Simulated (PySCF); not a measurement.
Compound: C₃H₅N.
SMILES: `[H]/N=C\C=C`

Theory: PySCF 2.14.0, density-fitted response routines, TDDFT PBE0/def2-SVPD, vertical, gas phase, core orbitals frozen in the response. One conformer (not necessarily the lowest) at the GFN2-xTB geometry, without solvent, vibrations or thermal averaging. Torsions of this conformer, `[H]/[N:4]=[CH:3]\[CH:2]=[CH2:1]`: C1–C2–C3–N4 180°.

Computed states:

| state | E (eV) | f |
| --- | --- | --- |
| S1 | 4.46 | 0.0029 |
| S2 | 6.39 | 0.565 |
| S3 | 7.24 | 0.0008 |
| S4 | 7.46 | 0.044 |
| S5 | 7.59 | 0.0001 |
| S6 | 7.70 | 0.021 |
| S7 | 7.71 | 0.032 |
| S8 | 7.78 | 0.021 |

Broadening: Gaussians 0.25 eV wide at half height, area fixed by f = 4.319×10⁻⁹ ∫ε dν̃. The width is an assumption, not a result. The curve ends short of the highest state used, and states not computed would add to its high-energy end.

(1) What does the envelope look like, and where are its maxima?

(2) Coming from long wavelengths, where does ε first pass 100 L mol⁻¹ cm⁻¹?

(3) On this curve, what absorbance would a 10⁻³ mol/L sample give at 266 nm over a 1 cm path?

Results:

(1) 
```json
{"E (eV)": "4.08", "ε (L mol⁻¹ cm⁻¹)": "1"}
{"E (eV)": "4.14", "ε (L mol⁻¹ cm⁻¹)": "4"}
{"E (eV)": "4.19", "ε (L mol⁻¹ cm⁻¹)": "13"}
{"E (eV)": "4.25", "ε (L mol⁻¹ cm⁻¹)": "46"}
{"E (eV)": "4.31", "ε (L mol⁻¹ cm⁻¹)": "118"}
{"E (eV)": "4.36", "ε (L mol⁻¹ cm⁻¹)": "203"}
{"E (eV)": "4.42", "ε (L mol⁻¹ cm⁻¹)": "289"}
{"E (eV)": "4.48", "ε (L mol⁻¹ cm⁻¹)": "300"}
{"E (eV)": "4.53", "ε (L mol⁻¹ cm⁻¹)": "243"}
{"E (eV)": "4.59", "ε (L mol⁻¹ cm⁻¹)": "140"}
{"E (eV)": "4.65", "ε (L mol⁻¹ cm⁻¹)": "59"}
{"E (eV)": "4.70", "ε (L mol⁻¹ cm⁻¹)": "22"}
{"E (eV)": "4.76", "ε (L mol⁻¹ cm⁻¹)": "5"}
{"E (eV)": "4.81", "ε (L mol⁻¹ cm⁻¹)": "1"}
{"E (eV)": "4.87", "ε (L mol⁻¹ cm⁻¹)": "0"}
{"E (eV)": "4.93", "ε (L mol⁻¹ cm⁻¹)": "0"}
{"E (eV)": "4.98", "ε (L mol⁻¹ cm⁻¹)": "0"}
{"E (eV)": "5.04", "ε (L mol⁻¹ cm⁻¹)": "0"}
{"E (eV)": "5.10", "ε (L mol⁻¹ cm⁻¹)": "0"}
{"E (eV)": "5.15", "ε (L mol⁻¹ cm⁻¹)": "0"}
{"E (eV)": "5.21", "ε (L mol⁻¹ cm⁻¹)": "0"}
{"E (eV)": "5.26", "ε (L mol⁻¹ cm⁻¹)": "0"}
{"E (eV)": "5.32", "ε (L mol⁻¹ cm⁻¹)": "0"}
{"E (eV)": "5.38", "ε (L mol⁻¹ cm⁻¹)": "0"}
{"E (eV)": "5.43", "ε (L mol⁻¹ cm⁻¹)": "0"}
{"E (eV)": "5.49", "ε (L mol⁻¹ cm⁻¹)": "0"}
{"E (eV)": "5.55", "ε (L mol⁻¹ cm⁻¹)": "0"}
{"E (eV)": "5.60", "ε (L mol⁻¹ cm⁻¹)": "0"}
{"E (eV)": "5.66", "ε (L mol⁻¹ cm⁻¹)": "0"}
{"E (eV)": "5.72", "ε (L mol⁻¹ cm⁻¹)": "0"}
{"E (eV)": "5.77", "ε (L mol⁻¹ cm⁻¹)": "0"}
{"E (eV)": "5.83", "ε (L mol⁻¹ cm⁻¹)": "0"}
{"E (eV)": "5.88", "ε (L mol⁻¹ cm⁻¹)": "1"}
{"E (eV)": "5.94", "ε (L mol⁻¹ cm⁻¹)": "7"}
{"E (eV)": "6.00", "ε (L mol⁻¹ cm⁻¹)": "67"}
{"E (eV)": "6.05", "ε (L mol⁻¹ cm⁻¹)": "341"}
{"E (eV)": "6.11", "ε (L mol⁻¹ cm⁻¹)": "1794"}
{"E (eV)": "6.17", "ε (L mol⁻¹ cm⁻¹)": "6860"}
{"E (eV)": "6.22", "ε (L mol⁻¹ cm⁻¹)": "16431"}
{"E (eV)": "6.28", "ε (L mol⁻¹ cm⁻¹)": "34972"}
{"E (eV)": "6.33", "ε (L mol⁻¹ cm⁻¹)": "51421"}
{"E (eV)": "6.39", "ε (L mol⁻¹ cm⁻¹)": "60938"}
{"E (eV)": "6.45", "ε (L mol⁻¹ cm⁻¹)": "52471"}
{"E (eV)": "6.50", "ε (L mol⁻¹ cm⁻¹)": "36293"}
{"E (eV)": "6.56", "ε (L mol⁻¹ cm⁻¹)": "17400"}
{"E (eV)": "6.62", "ε (L mol⁻¹ cm⁻¹)": "6061"}
{"E (eV)": "6.67", "ε (L mol⁻¹ cm⁻¹)": "1972"}
{"E (eV)": "6.73", "ε (L mol⁻¹ cm⁻¹)": "382"}
{"E (eV)": "6.79", "ε (L mol⁻¹ cm⁻¹)": "54"}
{"E (eV)": "6.84", "ε (L mol⁻¹ cm⁻¹)": "8"}
{"E (eV)": "6.90", "ε (L mol⁻¹ cm⁻¹)": "1"}
{"E (eV)": "6.95", "ε (L mol⁻¹ cm⁻¹)": "2"}
{"E (eV)": "7.01", "ε (L mol⁻¹ cm⁻¹)": "9"}
{"E (eV)": "7.07", "ε (L mol⁻¹ cm⁻¹)": "31"}
{"E (eV)": "7.12", "ε (L mol⁻¹ cm⁻¹)": "80"}
{"E (eV)": "7.18", "ε (L mol⁻¹ cm⁻¹)": "244"}
```

Maxima: 278 nm (4.46 eV), ε about 310, made up of S1 (100%); 194 nm (6.39 eV), ε about 61000, made up of S2 (100%) (ε in L mol⁻¹ cm⁻¹; maxima over ε = 5, shares over 10%). At its high-energy end, 7.18 eV, the curve is still rising (ε about 240, from S3 and S4).

(2) At about 288 nm (4.30 eV), 0.16 eV below S1.

(3) 266 nm is 4.661 eV, where ε is about 48 L mol⁻¹ cm⁻¹, so A = ε c l ≈ 0.048 (Beer–Lambert, with the gas-phase spectrum and the assumed width).
